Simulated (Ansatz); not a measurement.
Process, species as SMILES: N (NH3) + H+ → [NH4+]
B3LYP-D3(BJ)/def2-TZVP geometries, fixed; electronic energies without zero-point terms; positive where energy is released.

Core correlation in the proton affinity at MP2 with Ansatz (a program for electronic structure), in kcal/mol: frozen core against all electrons. Core-valence sets carry the plain set on hydrogen.

```json
[
 {"basis": "cc-pVDZ", "functions, most": "34", "frozen core": "218.89", "all electrons": "219.01", "core term (second minus first)": "0.12"},
 {"basis": "cc-pCVDZ", "functions, most": "38", "frozen core": "218.74", "all electrons": "218.85", "core term (second minus first)": "0.11"},
 {"basis": "cc-pVTZ", "functions, most": "86", "frozen core": "213.72", "all electrons": "214.50", "core term (second minus first)": "0.78"},
 {"basis": "cc-pCVTZ", "functions, most": "99", "frozen core": "213.60", "all electrons": "213.69", "core term (second minus first)": "0.09"},
 {"basis": "cc-pwCVTZ", "functions, most": "99", "frozen core": "213.57", "all electrons": "213.66", "core term (second minus first)": "0.09"},
 {"basis": "cc-pVQZ", "functions, most": "175", "frozen core": "211.85", "all electrons": "212.20", "core term (second minus first)": "0.35"},
 {"basis": "cc-pwCVQZ", "functions, most": "204", "frozen core": "211.78", "all electrons": "211.88", "core term (second minus first)": "0.09"},
 {"basis": "cc-pCVQZ", "functions, most": "204", "frozen core": "211.79", "all electrons": "211.88", "core term (second minus first)": "0.09"}
]
```

The largest core-valence set, cc-pCVQZ, gives a core term of 0.09 kcal/mol; the valence set cc-pVQZ, which lacks functions for the core, gives 0.35.
